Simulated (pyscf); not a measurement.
PySCF, gas phase, ωB97X-D3(BJ)/def2-SVP geometries.

`[Cl][CH]([Cl])[Cl]` + `[SiH3]` [doublet] → `[Cl][C]([Cl])[Cl]` [doublet] + `[SiH4]`
Surface: doublet. Broken: C–H. Formed: H–Si. Give ΔE‡ and ΔE from ωB97M-D3(BJ)/def2-TZVP, relative to the separated reactants.

ΔE‡ = 54.4 kJ/mol, ΔE = +8.6 kJ/mol. Zero-point energy shifts the barrier by -12.3 kJ/mol. It is a hydrogen abstraction, with an imaginary mode of 1494i cm⁻¹. This is the saddle that the search found; another between the same sides may lie lower. The angle at the transferred H is 180°.
